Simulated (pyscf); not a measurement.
A first-order saddle from PySCF, ωB97X-D3(BJ)/def2-SVP:

```xyz
5

Sn     1.2987     0.2722    -0.2223
H      2.1310     1.5930    -0.9445
H      1.0285     0.7719     1.4012
F     -0.6457     0.2120    -1.1569
H      0.2401    -0.8276    -1.1053
```
Charge 0, spin multiplicity 1.

Surface: singlet, charge 0. Lowest wavenumbers (cm⁻¹): 1377i, 433, 443, 616, 656.

Task: Name the species on either side of this saddle.

Result: `[SnH2]` [singlet] + `[FH]` ⇌ `[F][SnH3]`, an insertion read from left to right: F–H broken and F–Sn, H–Sn formed. At CCSD(T)/def2-TZVPP + ΔMP2(QZVPP) it lies +22.5 kcal/mol from the left side and +53.4 kcal/mol from the right (each side as separated species at their lowest minima found). On the reactant side the descent ends in a complex, 6.5 kcal/mol under the separated species and 26.3 kcal/mol under the saddle at ωB97X-D3(BJ)/def2-TZVP. At ωB97X-D3(BJ)/def2-TZVP the barrier from the zero used here is 19.8 kcal/mol. The same reactants have a lower exit, to F–SnH: [singlet] + H₂ (barrier 0.0 kcal/mol at ωB97M-D3(BJ)/def2-TZVP, against +22.0 kcal/mol here). One saddle was located; it need not be the lowest between these sides. The CCSD(T) − MP2 part came from Ansatz, without density fitting, on the same reference. The frozen core leaves the outer d or s,p core shells of the metals and heavy elements correlated in the MP2 and CC values, and def2-TZVPP describes them poorly, which can shift differences by a few kcal/mol. Elements past Kr carry the def2 core potentials, without spin-orbit coupling.
